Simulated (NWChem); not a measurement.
All runs are NWChem calculations. System: propane (C₃H₈), charge 0, spin multiplicity 1, at a geometry optimised with PBE0/def2-SVP. Level: PBE/def2-SVPD.

Input file:

```
start mol
memory heap 200 mb stack 900 mb global 1100 mb
geometry units angstroms nocenter noautoz
  C     -1.271095     0.000000    -0.256775
  C      0.000000     0.000000     0.579290
  C      1.271095     0.000000    -0.256775
  H     -2.173992     0.000000     0.373178
  H     -1.321209     0.887508    -0.908670
  H     -1.321209    -0.887508    -0.908670
  H      0.000000    -0.879152     1.246941
  H      0.000000     0.879152     1.246941
  H      2.173992     0.000000     0.373178
  H      1.321209    -0.887508    -0.908670
  H      1.321209     0.887508    -0.908670
  symmetry group C2v
end
basis spherical
  * library def2-svpd
end
dft
  xc xpbe96 cpbe96
  semidirect memsize 60000000 filesize 0
  iterations 100
end
task dft energy
```

Output (cleaned and shortened):

```
             Northwest Computational Chemistry Package (NWChem) 7.3.0
             --------------------------------------------------------

                                NWChem Input Module
                                -------------------

 Scaling coordinates for geometry "geometry" by  1.889725989
 (inverse scale =  0.529177249)

 Turning off AUTOSYM since
 SYMMETRY directive was detected!

                             Geometry "geometry" -> ""
                             -------------------------

 Output coordinates in angstroms (scale by  1.889725989 to convert to a.u.)

  No.       Tag          Charge          X              Y              Z
 ---- ---------------- ---------- -------------- -------------- --------------
    1 C                    6.0000    -1.27109500     0.00000000    -0.25677500
    2 C                    6.0000     0.00000000     0.00000000     0.57929000
    3 C                    6.0000     1.27109500     0.00000000    -0.25677500
    4 H                    1.0000    -2.17399200     0.00000000     0.37317800
    5 H                    1.0000    -1.32120900     0.88750800    -0.90867000
    6 H                    1.0000    -1.32120900    -0.88750800    -0.90867000
    7 H                    1.0000     0.00000000    -0.87915200     1.24694100
    8 H                    1.0000     0.00000000     0.87915200     1.24694100
    9 H                    1.0000     2.17399200     0.00000000     0.37317800
   10 H                    1.0000     1.32120900    -0.88750800    -0.90867000
   11 H                    1.0000     1.32120900     0.88750800    -0.90867000

 Effective nuclear repulsion energy (a.u.)      82.3925873479

            Nuclear Dipole moment (a.u.)
            ----------------------------
        X                 Y               Z
 ---------------- ---------------- ----------------
     0.0000000000     0.0000000000    -0.0000037795

      Symmetry information
      --------------------

 Group name             C2v
 Group number             16
 Group order               4
 No. of unique centers     5

      Symmetry unique atoms
[...]
              MO Center= -2.5D-14, -8.9D-15,  2.0D-01, r^2= 2.9D+00
   Bfn.  Coefficient  Atom+Function         Bfn.  Coefficient  Atom+Function
  ----- ------------  ---------------      ----- ------------  ---------------
    26      0.327423   2 C  py               85     -0.276663   7 H  s
    93      0.276663   8 H  s                 6     -0.203922   1 C  py
    46     -0.203922   3 C  py               69     -0.185257   5 H  s
    77      0.185257   6 H  s               109      0.185257  10 H  s
   117     -0.185257  11 H  s                37      0.081093   2 C  d -1

 Vector   14  Occ=0.000000D+00  E= 6.256086D-03  Symmetry=a1
              MO Center=  1.5D-14,  2.8D-15,  4.4D-02, r^2= 8.9D+00
   Bfn.  Coefficient  Atom+Function         Bfn.  Coefficient  Atom+Function
  ----- ------------  ---------------      ----- ------------  ---------------
     4      1.683619   1 C  s                44      1.683619   3 C  s
     3      1.446735   1 C  s                43      1.446735   3 C  s
    86     -1.237504   7 H  s                94     -1.237504   8 H  s
    24      1.209395   2 C  s                70     -1.101888   5 H  s
    78     -1.101888   6 H  s               110     -1.101888  10 H  s

 Vector   15  Occ=0.000000D+00  E= 3.612307D-02  Symmetry=b1
              MO Center= -1.4D-14,  5.5D-16, -1.1D-01, r^2= 1.1D+01
   Bfn.  Coefficient  Atom+Function         Bfn.  Coefficient  Atom+Function
  ----- ------------  ---------------      ----- ------------  ---------------
     4      3.518305   1 C  s                44     -3.518305   3 C  s
    62     -2.602470   4 H  s               102      2.602470   9 H  s
     3      1.409083   1 C  s                43     -1.409083   3 C  s
    70     -0.582745   5 H  s                78     -0.582745   6 H  s
   110      0.582745  10 H  s               118      0.582745  11 H  s

 Vector   16  Occ=0.000000D+00  E= 4.283751D-02  Symmetry=a1
              MO Center= -1.9D-13,  3.0D-13,  4.4D-01, r^2= 9.4D+00
   Bfn.  Coefficient  Atom+Function         Bfn.  Coefficient  Atom+Function
  ----- ------------  ---------------      ----- ------------  ---------------
    24      6.035208   2 C  s                 4     -2.841576   1 C  s
    44     -2.841576   3 C  s                86     -1.540572   7 H  s
    94     -1.540572   8 H  s                23      1.092998   2 C  s
     3     -0.862573   1 C  s                43     -0.862573   3 C  s
    70      0.857624   5 H  s                78      0.857624   6 H  s

 center of mass
 --------------
 x =   0.00000000 y =   0.00000000 z =   0.01678401

 moments of inertia (a.u.)
 ------------------
          61.002441331814           0.000000000000           0.000000000000
           0.000000000000         241.721827617310           0.000000000000
           0.000000000000           0.000000000000         214.524855006082

     Multipole analysis of the density
     ---------------------------------

     L   x y z        total         alpha         beta         nuclear
     -   - - -        -----         -----         ----         -------
     0   0 0 0     -0.000000    -13.000000    -13.000000     26.000000

     1   1 0 0      0.000000      0.000000      0.000000      0.000000
     1   0 1 0     -0.000000     -0.000000     -0.000000      0.000000
     1   0 0 1      0.037940      0.018972      0.018972     -0.000004

     2   2 0 0    -16.759959    -72.343179    -72.343179    127.926399
     2   1 1 0      0.000000      0.000000      0.000000      0.000000
     2   1 0 1      0.000000      0.000000      0.000000      0.000000
     2   0 2 0    -16.168882    -16.470190    -16.470190     16.771497
     2   0 1 1      0.000000      0.000000      0.000000      0.000000
     2   0 0 2    -16.514739    -25.212130    -25.212130     33.909521

 Task  times  cpu:        5.2s     wall:        5.2s

 Total times  cpu:        5.2s     wall:        5.2s
```
